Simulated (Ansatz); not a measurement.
Two shapes of singlet CH₃NO.

Shape 1:

```xyz
6

C     0.0000   -0.4117   -0.0523
O     0.0000   -0.3905    1.1538
N     0.0000    0.6799   -0.8543
H     0.0000   -1.3629   -0.6417
H     0.0000    0.5969   -1.8606
H     0.0000    1.6013   -0.4339
```

Shape 2:

```xyz
6

C     0.0000   -0.3788   -0.0481
O     0.0000   -0.3593    1.0615
N     0.0000    0.6255   -0.7860
H     0.0000   -1.2539   -0.5904
H     0.0000    0.5492   -1.7118
H     0.0000    1.4732   -0.3992
```

Basis set: cc-pVTZ (spherical functions). Correlated methods keep 3 orbitals frozen. Charge 0, multiplicity 1.

Computed with Ansatz (development build ahead of 0.2.0); each method stands on the lowest determinant of its kind that the runs found.

Task: Which shape is lower in energy, and by how much in each method?

Result:

```json
{"method": "RHF", "E(2) − E(1) (eV)": "0.995"}
{"method": "RHF-MP2", "E(2) − E(1) (eV)": "1.430"}
```

Shape 1 is lower. Caution: no unrestricted run beside it, a lower state can exist.
